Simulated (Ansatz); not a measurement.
A made-up structure of Si2HS (charge +1), closed shell:

```tsv
atom	x (Å)	y (Å)	z (Å)
Si1	-1.3583	1.0939	-0.2480
Si2	-0.8218	-0.9734	1.2167
S3	0.4654	-0.0248	-0.2054
H4	-1.0364	-1.8623	2.3031
```

It is relaxed with PBE-D4/def2-SVP and then PBE0-D4/def2-TZVP (Ansatz 0.2.0). Atoms count as bonded within 1.22 times the sum of their covalent radii (H–H: 0.88 Å). The end point is not checked to be a true minimum.

Question: Does its bonding change? (A judgement: the text doesn't fix the answer.)

Answer: Computed: No: no bond forms or breaks.

Where it ends: The first stage lowers the energy by 0.99 eV in 7 steps. It ends as Si₂HS ([Si]1[SiH][S]1), total charge +1:
```xyz
4
angstrom
Si -1.3415 1.0430 -0.2578
Si -1.0865 -0.7334 1.2349
S 0.4535 -0.1959 -0.0359
H -0.7766 -1.8803 2.1251
```

Labels in which every atom is bracketed show which atoms are joined, not bond orders.

For scale, one of the runs: PBE0-D4/def2-TZVP relaxation, 117 basis functions, launched by `ansatz run in.yaml --threads 2 --pin off --events-out ev --progress --plain --max-ram 4352MiB`. Hardware: 2 CPU threads of an AMD EPYC 9R45, shared host. Wall time about 4 s.
